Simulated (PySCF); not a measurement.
C2H6S: where a starting geometry ends

The starting geometry of this gas-phase triplet was optimised with GFN2-xTB as a singlet; its bonds are those of `CCS`.

```xyz
9

C    -1.8010    0.0154    0.0728
C    -1.0043   -0.2936    1.3249
S     0.6165   -1.0532    0.9439
H    -1.9480   -0.8871   -0.5163
H    -1.2840    0.7497   -0.5423
H    -2.7754    0.4169    0.3454
H    -1.5135   -1.0314    1.9431
H    -0.8206    0.6023    1.9176
H     1.0863   -0.0296    0.2329
```

**Question.** Predict what becomes of its bonds when it is optimised with PBE0-D3(BJ)/def2-SVP.

**Answer.** It loosens into C2H5S + H, which stay close as a complex. Contacts that open: S3–H9 (1.33 → 2.62 Å).

The energy falls by 1.72 eV over 101 steps:

| step | E − E(last) (eV) |
| --- | --- |
| 1 | 1.720 |
| 12 | 0.024 |
| 23 | 0.013 |
| 34 | 0.000 |
| 45 | 0.000 |
| 57 | 0.000 |
| 68 | 0.000 |
| 79 | 0.000 |
| 90 | 0.000 |
| 101 | 0.000 |

Final geometry (Å):

```csv
atom,x (Å),y (Å),z (Å)
C,-1.4951,0.0479,0.1996
C,-0.8284,-0.1733,1.5440
S,0.9488,-0.4278,1.5142
H,-1.3386,-0.8137,-0.4656
H,-1.0852,0.9358,-0.3035
H,-2.5799,0.1933,0.3263
H,-1.2514,-1.0482,2.0716
H,-1.0022,0.6751,2.2316
H,1.4658,-0.2681,-1.0490
```

The end wasn't checked by frequencies. Open shells are spin-unrestricted. The triplet needn't be the ground state. Run with PySCF 2.14.0, 15 min on 2 threads of Arm Neoverse N1, with other jobs on the host.
